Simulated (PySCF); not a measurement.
Threshold energies of HCl in a plasma

PBE0 in PySCF with def2-TZVPPD on every atom, for the lowest determinant that a PBE0 search found; no spin–orbit coupling.

| species | state (unpaired electrons) | Re (Å) | ωe (cm⁻¹) | energy of the minimum from the neutral (eV) | De (eV) | dissociates to |
| --- | --- | --- | --- | --- | --- | --- |
| HCl | singlet (closed shell) | 1.278 | 3002 | 0.00 | 4.56 | H + Cl |
| HCl⁺ | doublet (π ↑) | 1.320 | 2670 | 12.68 | 4.84 | H + Cl⁺ |

Q: Work out the lowest energy to break HCl into atoms, from its vibrational ground state.

A: D0 = De − ωe/2 = 4.56 − 0.19 = 4.37 eV (PBE0/def2-TZVPPD).

Q: Work out the ionisation energy of the Cl atom at this level and the threshold of dissociative ionisation.

A: IE(Cl) = 12.68 + 4.84 − 4.56 = 12.96 eV, so H + Cl⁺ + e⁻ appears at D0 + IE(Cl) = 17.33 eV (PBE0/def2-TZVPPD). The measured IE(Cl) is 12.968 eV (NIST ASD).

These are thermodynamic thresholds; the onsets seen under electron impact lie higher where the geometry changes, and cross-sections peak well above them.

For an ion De counts to the pair picked by the measured ionisation energies or electron affinities, which need not be the lowest pair at this level. States were picked by a PBE0 search and need not be the measured ground states.
